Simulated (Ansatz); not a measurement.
Ideal-gas functions of `C=[N][AlH2]` at 400 K and 1 bar, from an Ansatz frequency run at PBE0-D4/def2-TZVP.

Molar mass 57.03 g/mol, point group C2v (symmetry number 2), electronic degeneracy 1, moments of inertia 5.718, 102.099, 104.34 u Å². Harmonic wavenumbers (cm⁻¹, unscaled): 144, 211, 428, 552, 579, 669, 766, 1118, 1197, 1524, 1865, 1947, 1953, 2967, 3016.

Use S(trans) = R[1.5 ln M + 2.5 ln T − 1.1517]; rotational temperatures θ = 24.2544 K / I; S(rot) = R[ln(√π/σ · √(T³/θAθBθC)) + 1.5]; for each mode x = 1.438777 ν̃/T, S = R[x/(eˣ − 1) − ln(1 − e⁻ˣ)] and H = RT x/(eˣ − 1); 1 cm⁻¹ = 0.0119627 kJ/mol; R = 8.31446 J/(mol·K).

Question: By hand: the entropy, in J/(mol·K).

Answer: Translation 165.4. Rotation: θ = 4.2418, 0.2376, 0.2325 K, giving 92.2. Vibration, mode by mode: 13.88, 10.80, 5.50, 3.86, 3.57, 2.77, 2.10, 0.76, 0.60, 0.23, 0.08, 0.06, 0.06, 0.00, 0.00, in all 44.3. Electronic 0.0. Sum 301.9 J/(mol·K).

Question: By hand: H − E and G − E in kJ/mol, counted from the electronic energy.

Answer: Zero-point energy ½ × 18936 × 0.0119627 = 113.3; thermal vibration 10.2; translation, rotation and pV give 4 RT = 13.3. H − E = 136.8 kJ/mol, and G − E = 136.8 − 400 × 301.9/1000 = 16.0 kJ/mol.

Vibration gives 15 % of the entropy, 13.9 J/(mol·K) of it from the mode under 150 cm⁻¹: soft modes count most, and the harmonic formula is weakest for them.
